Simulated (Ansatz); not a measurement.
A nudged elastic band was laid between two geometries of H + H4Si (6 atoms, charge 0, multiplicity 2).

Method: UKS PBE0-D4/def2-SVP in Ansatz 0.2.0.

* movable images: 7
* climbing image: yes
* spring: 5.0 eV/Å²
* optimiser: quadratic models (default)
* start path: straight line
* force threshold: 0.03 eV/Å
* iteration limit: 60
* end points: relaxed

First end point:

```xyz
6
Properties=species:S:1:pos:R:3
Si 0.000 0.000 -0.244
H 0.000 0.000 1.249
H 1.407 0.000 -0.744
H -0.703 1.218 -0.745
H -0.703 -1.218 -0.745
H 0.000 0.000 4.150
```

Last end point:

```xyz
6
Properties=species:S:1:pos:R:3
Si 0.001 0.000 -0.531
H 0.000 0.000 2.812
H 1.425 0.000 -0.979
H -0.712 1.234 -0.978
H -0.712 -1.234 -0.978
H -0.001 0.000 3.575
```

(1) Which bonds break or form, and what moves?

(2) Give the energies along the band, and the barrier.

(3) What is the geometry of the highest image?

Answers

(1) Bonds broken: Si1–H2. Bonds formed: H2–H6. H + H4Si becomes H2 + H3Si.

(2) The forces met the threshold. The highest image is number 3 of 0 to 8, 2.0 kcal/mol above the first end and 13.2 kcal/mol above the last; the last end lies 11.2 kcal/mol below the first. Another band between the same ends (7 images) ends at a top of the same energy, where a vibrational analysis finds 1 clearly imaginary mode.

```
image  path coordinate (Å)  energy (kcal/mol)  Si1–H2 (Å)  H2–H6 (Å)
    0                 0.00                0.0        1.49       2.90
    1                 0.46                0.1        1.49       2.40
    2                 0.93                0.8        1.50       1.89
    3                 1.39                2.0        1.55       1.34
    4                 1.78               -5.1        1.98       0.85
    5                 2.17               -8.8        2.36       0.78
    6                 2.55              -10.4        2.69       0.77
    7                 2.94              -11.0        3.01       0.76
    8                 3.33              -11.2        3.34       0.76
```

(3) 
```xyz
6
Properties=species:S:1:pos:R:3
Si 0.000 0.000 -0.012
H 0.000 0.000 1.542
H 1.412 0.000 -0.497
H -0.706 1.223 -0.496
H -0.706 -1.223 -0.496
H -0.001 0.000 2.880
```

The run took 84 s on 1 thread of AMD EPYC 7R13 Processor (Zen 3), on a shared host, peak memory 0.11 GiB.
